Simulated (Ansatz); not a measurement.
We consider diamond, described by r²SCAN (PAW; Ansatz, an electronic-structure program).

The same calculation (at the measured cell, 5.673 Å³/atom) with different numerical settings:

```
run    k mesh  electronic dielectric constant ε∞  static dielectric constant  TO(Γ) frequency (cm⁻¹)  rough time
---  --------  ---------------------------------  --------------------------  ----------------------  ----------
1       4×4×4                              5.348                       5.348                  1345.0    5 core-s
2       6×6×6                              5.665                       5.665                  1319.3    6 core-s
3       8×8×8                              5.755                       5.755                  1316.7   10 core-s
4    12×12×12                              5.786                       5.786                  1316.4   20 core-s
5    16×16×16                              5.788                       5.788                  1316.4   30 core-s
6    20×20×20                              5.788                       5.788                  1316.4   60 core-s
```

In the column high-frequency dielectric constant the first row differs from the last by -0.440 and the next to last by 0.000.

The last row is no converged limit: other settings stay fixed.
